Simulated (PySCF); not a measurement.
# Dipole moment and polarisability of `C=C(Cl)SC`

Compound: C3H5ClS.
SMILES with atom numbers: `[CH2:1]=[C:2]([Cl:3])[S:4][CH3:5]` (hydrogens: H6, H7 on C1; H8, H9, H10 on C5)

Cartesian coordinates in Å at the PBE0-D3(BJ)/def2-SVP level; atoms count from 1:
```
atom  x, y, z in Å
C1    -2.089   -0.104    0.306
C2    -0.806   -0.327    0.606
Cl3   -0.230   -1.956    0.852
S4     0.331    0.978    0.907
C5     1.785    0.423   -0.011
H6    -2.428    0.915    0.115
H7    -2.809   -0.923    0.266
H8     1.578    0.358   -1.089
H9     2.131   -0.547    0.369
H10    2.561    1.181    0.166
```

Level: wB97X-D/def2-SVPD (PySCF), static field, nuclei fixed, core orbitals frozen in the response. The polarisability tensor in these axes (au):

```
x   89.69  2.33  1.39
y    2.33 75.11 -1.25
z    1.39 -1.25 55.00
```

Task: Give the principal values, the mean and the anisotropy Δα = √{½[(α1 − α2)² + (α2 − α3)² + (α1 − α3)²]}.

Result: Principal values 54.85, 74.85 and 90.09 au; mean 73.26 au = 10.86 Å³ = 12.08 × 10⁻⁴⁰ C²·m²/J; Δα = 30.61 au (42 % of the mean).

Task: What is the dipole moment, and where does it point?

Result: (0.33, 0.43, -1.08) D, 1.21 D in size, pointing from the negative to the positive side. Measured along this direction, the outermost atoms are Cl3 at the negative end and H8 at the positive end.

Task: Rayleigh depolarisation ratio (linearly polarised light, static tensor)?

Result: ρ = 3Δα²/(45ᾱ² + 4Δα²) = 2811.6/(241545 + 3748.8) = 0.0115.

Task: Traceless (Buckingham) quadrupole moment about the centre of nuclear charge: eigenvalues?

Result: -5.25, -3.21, 8.46 D·Å. The values depend on the origin, since the dipole doesn't vanish. The electronic extent ⟨r²⟩ about the same centre is 699 bohr², a root-mean-square distance of 1.87 Å for the 56 electrons.

Task: How large is μ²/3kT at 273 K beside α?

Result: In Gaussian units μ²/3kT = 13.02 Å³ against 10.86 Å³, a ratio of 1.20; the Debye molar polarisation (4π/3)N_A(α + μ²/3kT) is 60.2 cm³/mol, leaving out the vibrational part.

Task: Form Σ f/ω² (atomic units) for the 10 lowest TDDFT singlets, given as eV and f, and set it beside the mean polarisability, which is this sum over all singlets: 5.13, 0.0620; 5.85, 0.0539; 6.48, 0.0576; 6.58, 0.0743; 6.74, 0.0835; 7.10, 0.0109; 7.21, 0.0076; 7.26, 0.0628; 7.56, 0.0253; 7.80, 0.0374.

Result: They add up to 8.49 au, 11.6 % of the 73.26 au; the largest single term is 1.75 au, from the state at 5.13 eV. Terms in order: 1.75, 1.17, 1.02, 1.27, 1.36, 0.16, 0.11, 0.88, 0.33, 0.46 au. Higher excitations give the rest. The strengths listed sum to 0.475.

Task: Molar refractivity from α?

Result: Lorentz–Lorenz: R = (4π/3)N_A α = 2.5225 cm³/(mol·Å³) × 10.86 Å³ = 27.4 cm³/mol, in the limit of long wavelengths.

Geometry: PBE0-D3(BJ)/def2-SVP, one conformer, isolated molecule.

These values come from a run that also computed excited states and ΔSCF ions. Hardware: one thread, Arm Neoverse V2, no GPU, shared host. Cost: 33 s of wall time.
